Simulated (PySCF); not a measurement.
# Working out the ionisation energy of F

F [He] 2s2 2p5 (2P) → F⁺ [He] 2s2 2p4 (3P). Computed with PySCF 2.14 in aug-cc-pVDZ-DK, with scalar relativity by spin-free X2C-1e. Frozen: 1s2. Energies in hartree (1 hartree = 27.21139 eV):

| part | F (lower) | F⁺ (upper) |
| --- | --- | --- |
| UHF | -99.467621 | -98.888754 |
| MP2 opposite-spin | -0.115400 | -0.077899 |
| MP2 same-spin | -0.039327 | -0.025315 |

Question: What does Hartree-Fock give?

Answer: (-98.888754) − (-99.467621) = 0.578867 hartree = 15.752 eV.

Question: What do MP2 and SCS-MP2 (6/5 opposite-spin, 1/3 same-spin) give?

Answer: The opposite-spin parts differ by 1.020 eV and the same-spin parts by 0.381 eV. MP2: 15.752 + (1.020) + (0.381) = 17.153 eV. SCS-MP2: 15.752 + 1.2 × (1.020) + (0.381)/3 = 17.103 eV.

Measured between the centres of the two terms (NIST): 17.427 eV, so MP2 (valence) is off by -0.274 eV.

A double-zeta basis recovers only part of the correlation energy.

What remains against the reference includes basis incompleteness, the frozen core and correlation beyond second order.
